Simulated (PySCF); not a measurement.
## SH and its ions

PBE; H aug-cc-pVDZ, S aug-cc-pV(D+d)Z; no relativity (PySCF 2.14). Neutral (UKS): doublet (π ↑), Re = 1.365 Å, ωe = 2607 cm⁻¹, De = 3.79 eV, HOMO -6.17 eV, LUMO -5.85 eV.

SH⁻ (UKS): singlet (closed shell), Re = 1.365 Å, ωe = 2575 cm⁻¹, De = 3.95 eV to H + S⁻. The energies at the minima are -398.57182 hartree for SH and -398.65799 for SH⁻.

(1) Work out the adiabatic electron affinity, without and with harmonic zero-point energies (1 hartree = 27.2114 eV, 1 eV = 8065.5 cm⁻¹), and the change of the bond length.

For an ion De counts to the pair picked by the measured ionisation energies or electron affinities, which need not be the lowest pair at this level. The highest Kohn–Sham level is positive in this anion. Much of that is self-interaction error, but it also means that the finite basis helps to hold the extra electron. States were picked by a PBE0 search and need not be the measured ground states.

Results:

(1) At PBE: 0.08617 hartree = 2.345 eV between the minima; the zero-point term (2607.0 − 2575.0)/2 cm⁻¹ = +0.002 eV makes it 2.347 eV. Re changes by +0.0 pm against the neutral. The electron enters a π orbital, which is non-bonding in a hydride.
